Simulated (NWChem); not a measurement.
Basis-set convergence for ethanethiol (C₂H₆S)

SMILES: CCS
```xyz
9

C     -1.4697     0.7657    -0.2496
C     -0.5387    -0.4152    -0.4425
S      1.0632    -0.2609     0.4111
H     -2.4390     0.5822    -0.7415
H     -1.0443     1.6844    -0.6831
H     -1.6528     0.9540     0.8186
H     -0.9763    -1.3326    -0.0181
H     -0.3607    -0.6195    -1.5097
H      1.5130     0.8026    -0.2903
```
Charge 0, spin multiplicity 1.

Program: NWChem. The geometry was optimised at PBE0/def2-SVP, a minimum by its harmonic frequencies. It is one conformer; others weren't searched.

Quantity: vertical ionisation energy at the level ΔMP2 (Δ: difference of total energies, the cation a doublet at the parent's geometry; it is the state that the SCF runs reached, from PBE0 orbitals for Hartree-Fock references, and need not be the lowest).

The correlated methods keep 7 core orbitals frozen. The Pople sets run with spherical d functions. No SCF solution was tested for a lower state. Open-shell Hartree-Fock references start from PBE0 orbitals; any time given for them includes that run.

Relative cost: rough, from shared machines, SCF included, STO-3G = 1.

```
basis       functions  vertical ionisation energy (eV)  relative cost
----------  ---------  -------------------------------  -------------
STO-3G             25                                ?              1
3-21G              43                             8.89        under 3
6-31G*             58                             8.90              3
cc-pVDZ            76                             9.04              7
6-311G**           98                             9.05              7
def2-SVPD         115                                ?             10
def2-TZVPD        174                             9.30             90
pcseg-2           178                                ?             80
cc-pVTZ           178                             9.30            100
def2-TZVPP        188                             9.30            100
```

What belongs in the gaps?


- STO-3G, vertical ionisation energy (eV): 5.89
- def2-SVPD, vertical ionisation energy (eV): 9.21
- pcseg-2, vertical ionisation energy (eV): 9.24
